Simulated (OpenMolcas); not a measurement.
**HF (hydrogen fluoride): levels of theory compared**

Aim: a comparison of 6 runs (PBE/3-21G, r2SCAN/3-21G, MP2/3-21G, ACPF/3-21G, CISD/3-21G, CCSD(T)/3-21G) of HF (hydrogen fluoride). 

Program for the calculation: OpenMolcas 26.06.

**1. Starting point**

HF: 2 atoms, total charge 0, spin state singlet. As SMILES, `F`. The F1–H2 distance was set to 1.840 Å, away from the relaxed value.

**2. The energy at PBE/3-21G (run 1)**

Input file test.inp:

```
&gateway
baslib=$CurrDir
coord
2
angstrom
F       -1.169981       0.433793      -0.589190
H        0.390000      -0.144600       0.196400
basis=3-21G
group=NoSym
&seward
gridinput
Grid=UltraFine
End of Grid
&scf
ksdft=PBE
thresholds=1e-10 1e-07 1e-07 1e-05
prorbitals=1 1
```

The basis set 3-21G is read from a file made from the Basis Set Exchange's data (not shown).

Run with:

```
export MOLCAS_MEM=1860
pymolcas test.inp > test.log
```

Log:

```text
--- Start Module: gateway ---
[...]
--- Stop Module: gateway /rc=_RC_ALL_IS_WELL_ ---
--- Start Module: seward ---
[...]
      Basis functions           11
--- Stop Module: seward /rc=_RC_ALL_IS_WELL_ ---
--- Start Module: scf ---
[...]
       Convergence after  15 Iterations
[...]
::    Total KS-DFT energy                             -99.6166828571
[...]
      Total spin, S                                     0.0000000000
[...]
      Total electronic charge=   10.000000
      Total            charge=   -0.000000
[...]
      Dipole Moment (debye):
      Origin of the operator (angstrom)=   -1.0914    0.4047   -0.5496
                   X=  1.5872E+00               Y= -5.8849E-01               Z=  7.9931E-01           Total=  1.8720E+00
      Quadrupole Moment (debye*angstrom):
[...]
--- Stop Module: scf /rc=_RC_ALL_IS_WELL_ ---
[...]
```

It took 2.6 s on 1 thread of Arm Neoverse V2, shared host; peak memory 0.37 GiB.

**3. The energy at r2SCAN/3-21G (run 2)**

Input file test.inp:

```
&GATEWAY
 BasLib=$CurrDir
 Coord
 2
 angstrom
 F       -1.169981       0.433793      -0.589190
 H        0.390000      -0.144600       0.196400
 Basis=3-21G
 Group=NoSym

&SEWARD
 GridInput
 Grid=UltraFine
 End of Grid

&SCF
 KSDFT=2
 1.0 MGGA_X_R2SCAN
 1.0 MGGA_C_R2SCAN
 Thresholds=1e-10 1e-07 1e-07 1e-05
 PrOrbitals=1 1
```

The basis set 3-21G is read from a file made from the Basis Set Exchange's data (not shown).

Run with:

```
export MOLCAS_MEM=1860
pymolcas test.inp > test.log
```

Log:

```text
--- Start Module: gateway ---
[...]
--- Stop Module: gateway /rc=_RC_ALL_IS_WELL_ ---
--- Start Module: seward ---
[...]
      Basis functions           11
--- Stop Module: seward /rc=_RC_ALL_IS_WELL_ ---
--- Start Module: scf ---
[...]
       Convergence after  12 Iterations
[...]
::    Total KS-DFT energy                             -99.6633781516
[...]
      Total spin, S                                     0.0000000000
[...]
      Total electronic charge=   10.000000
      Total            charge=   -0.000000
[...]
      Dipole Moment (debye):
      Origin of the operator (angstrom)=   -1.0914    0.4047   -0.5496
                   X=  1.7397E+00               Y= -6.4502E-01               Z=  8.7608E-01           Total=  2.0518E+00
      Quadrupole Moment (debye*angstrom):
[...]
--- Stop Module: scf /rc=_RC_ALL_IS_WELL_ ---
[...]
```

Wall time 2.6 s (1 thread of Arm Neoverse V2, shared host); peak memory 0.37 GiB.

Runs 3 to 5 aren't shown in full; the table further down has their settings and results.

**4. A single-point energy at CCSD(T)/3-21G (run 6)**

Input file test.inp:

```
&GATEWAY
 BasLib
 $CurrDir
 Coord
 2
 angstrom
 F       -1.169981       0.433793      -0.589190
 H        0.390000      -0.144600       0.196400
 Basis
 3-21G
 Group
 NoSym

&SEWARD

&SCF
 Thresholds
 1e-10 1e-07 1e-07 1e-05
 PrOrbitals
 1 1

&RASSCF
 FileOrb
 $Project.ScfOrb
 Spin
 1
 Nactel
 0 0 0
 Inactive
 5
 Ras2
 0
 OutOrbitals
 Canonical
 OrbListing
 Nothing

&MOTRA
 JobIph
 Frozen
 1

&CCSDT
 CCT
 Triples
 2
 Iterations
 80
 Accuracy
 1e-08
 Extrapolation
 5 4
```

The basis set 3-21G is read from a file made from the Basis Set Exchange's data (not shown).

Run with:

```
export MOLCAS_MEM=1860
pymolcas test.inp > test.log
```

Log:

```text
--- Start Module: gateway ---
[...]
--- Stop Module: gateway /rc=_RC_ALL_IS_WELL_ ---
[...]
      Basis functions           11
[...]
       Convergence after  11 Iterations
[...]
::    Total SCF energy                                -99.2497869101
[...]
      Total spin, S                                     0.0000000000
[...]
      Number of active orbitals                  0
[...]
      Spin quantum number                      0.0
[...]
      Active orbitals                            0
[...]
      Number of CSFs                             1
[...]
      Number of root(s) required                 1
[...]
      Convergence after  4 iterations
[...]
      Natural orbitals and occupation numbers for root  1
      ************************************************************************************************************************
      *                                                    Final results                                                     *
      ************************************************************************************************************************
[...]
::    RASSCF root number  1 Total energy:    -99.24978691
[...]
      Total electronic charge=   10.000000
      Total            charge=   -0.000000
[...]
      Dipole Moment (debye):
      Origin of the operator (angstrom)=   -1.0914    0.4047   -0.5496
                   X=  2.1990E+00               Y= -8.1533E-01               Z=  1.1074E+00           Total=  2.5936E+00
      Quadrupole Moment (debye*angstrom):
[...]
--- Start Module: motra ---
[...]
      *** WARNING: Default frozen orbitals is overwritten by user input.
      *** Default values:   1
[...]
--- Stop Module: motra /rc=_RC_ALL_IS_WELL_ ---
--- Start Module: ccsdt ---
[...]
      Convergence after                    13  Iterations
      Total energy (diff) :     -99.45099017      -0.00000000
[...]
 METHOD                       : CCSD+T(CCSD)+<T3(1)WT1> = CCSD(T)
[...]
       CCSD     =       -99.4509901707140
[...]
--- Stop Module: ccsdt /rc=_RC_ALL_IS_WELL_ ---
[...]
```

It took 1.9 s on 1 thread of Arm Neoverse V2, shared host; peak memory 0.37 GiB.

**5. The series**

```tsv
run	level	integration grid	frozen core orbitals	energy (Eh)	dipole moment (D) of the reference	HOMO energy (eV)	LUMO energy (eV)	wall time
1	PBE/3-21G	UltraFine	–	-99.616683	1.87	-6.60	-5.44	2.6 s
2	r2SCAN/3-21G	UltraFine	–	-99.663378	2.05	-7.31	-5.52	2.6 s
3	MP2/3-21G	–	1	-99.422270	2.59	-12.95	-0.78	1.5 s
4	ACPF/3-21G	–	1	-99.473285	2.59	-12.95	-0.78	1.6 s
5	CISD/3-21G	–	1	-99.437824	2.59	-12.95	-0.78	1.5 s
6	CCSD(T)/3-21G	–	1	-99.457311	2.59	-12.95	-0.78	1.9 s
```

**6. What came out**

| quantity | value |
| --- | --- |
| run 6: total energy | -99.45731 Eh |
| run 6: dipole moment (mean-field density) | 2.59 D |
| run 6: HOMO energy (Hartree–Fock orbitals) | -12.95 eV |
| run 6: LUMO energy (Hartree–Fock orbitals) | -0.78 eV |
| run 6: HOMO–LUMO gap (Hartree–Fock orbitals) | 12.17 eV |
| run 6: correlation energy (1 core orbital frozen) | -207.5 mEh |
| run 6: (T) correction | -6.32 mEh |

What this shows: Totals of different functionals can't be ranked against each other. In runs 1, 2, 3, 4, 5, 6 a closed-shell determinant meets a far-stretched bond, which it describes badly. All runs together took 12 s, the longest 2.6 s.
